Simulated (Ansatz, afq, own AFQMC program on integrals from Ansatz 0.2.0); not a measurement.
**Where AFQMC and coupled cluster stand for AlH2O, quartet**

```yaml
atoms:
  - { symbol: Al, position_ang: [0.0000, 0.0000, 0.6535] }
  - { symbol: O, position_ang: [0.0000, 0.0000, -1.0930] }
  - { symbol: H, position_ang: [0.0000, -1.6221, -0.0723] }
  - { symbol: H, position_ang: [0.0000, 1.6221, -0.0723] }
```

Connectivity, by distances: AlH2–O.

Basis cc-pVDZ. Noble-gas cores (and the filled d shells of Ga–Kr and In–Xe) are frozen. AFQMC by an in-house program on the Cholesky factors that Ansatz 0.2.0 writes for its CCSD(T) run. The CISD trial takes its coefficients from CCSD amplitudes. Released means that phaseless walkers are propagated on without the constraint, phases kept. Free AFQMC starts from the CCSD state and is never constrained. Its projection time is finite, and what remains of the start isn't in its error. Uncertainties: one standard error, sampling alone.

Determinant: UHF, the one that the program's search chose, which needn't be the lowest solution. The geometry is a PBE0/def2-TZVP stationary point of this or a neighbouring charge and spin state.

No full CI on the walks' own integrals is used here; CCSDT(Q) serves as the reference and is uncertain by about the last step of the cluster series.

Cautions: another spin lies lower; strong correlation (T1 0.050, weight of the determinant 0.84, largest double 0.07); unrestricted determinant slightly spin contaminated (⟨S²⟩ 3.83 against 3.75); the released energies are still falling, so no released level is given (meV from the phaseless value at times in 1/Eh: -20 ± 17 at 0.24, -29 ± 13 at 0.51, -39 ± 19 at 0.99, -66 ± 21 at 1.62, -89 ± 25 at 2.40), though the last usable value meets CCSDT(Q) within the noise.

- T1 diagnostic: 0.0504
- weight of the determinant in the CISD state: 0.839
- ⟨S²⟩ of the determinant: 3.827
- size of the correlated space: 11 electrons in 36 orbitals

Reference: CCSDT(Q), correlation energy -6.921 eV.

```json
{"level": "HF", "E − E(reference) (kJ/mol)": "667.8", "share of correlation (%)": "0.00"}
{"level": "MP2", "E − E(reference) (kJ/mol)": "126.9", "share of correlation (%)": "81.00"}
{"level": "CCSD", "E − E(reference) (kJ/mol)": "29.1", "share of correlation (%)": "95.65"}
{"level": "CCSD(T)", "E − E(reference) (kJ/mol)": "8.0", "share of correlation (%)": "98.79"}
{"level": "CCSDT", "E − E(reference) (kJ/mol)": "3.3", "share of correlation (%)": "99.50"}
{"level": "ph-AFQMC/HF", "E − E(reference) (kJ/mol)": "6.3 ± 7.6", "share of correlation (%)": "99.06"}
{"level": "ph-AFQMC/CISD", "E − E(reference) (kJ/mol)": "6.9 ± 1.3", "share of correlation (%)": "98.96"}
{"level": "free AFQMC", "E − E(reference) (kJ/mol)": "4.9 ± 2.0", "share of correlation (%)": "99.26"}
```

Free projections are given only where their last times agree within the noise and don't stop above the reference; a slow remainder of the start can still hide under it. A walk keeps the symmetry of its determinant, which the program's search chose and which needn't be the lowest solution, so a lower state of the same spin and another symmetry isn't excluded.
